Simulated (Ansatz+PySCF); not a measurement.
## doublet SiH₂(+): levels of theory in one basis

```xyz
3

Si    0.0000   -0.4941    0.0000
H     0.0000    0.2470    1.2688
H     0.0000    0.2470   -1.2688
```

Basis set: cc-pVTZ on H; cc-pV(T+d)Z on Si (spherical functions). Left uncorrelated: 5 orbitals. Correlation on ROHF uses semicanonical orbitals with singles. Charge 1, multiplicity 2.

Computed with Ansatz (development build ahead of 0.2.0) and PySCF 2.14.0; each method stands on the lowest determinant of its kind that the runs found.

| method | E − E(ROHF) (eV) | <S²> of the determinant |
| --- | --- | --- |
| ROHF | 0.00 | 0.75 |
| UHF | -0.05 | 0.76 |
| ROHF-MP2 | -2.09 | – |
| UHF-MP2 | -2.10 | 0.76 |

What does ROHF-CCSD(T) give on the same scale?

-2.70 eV.
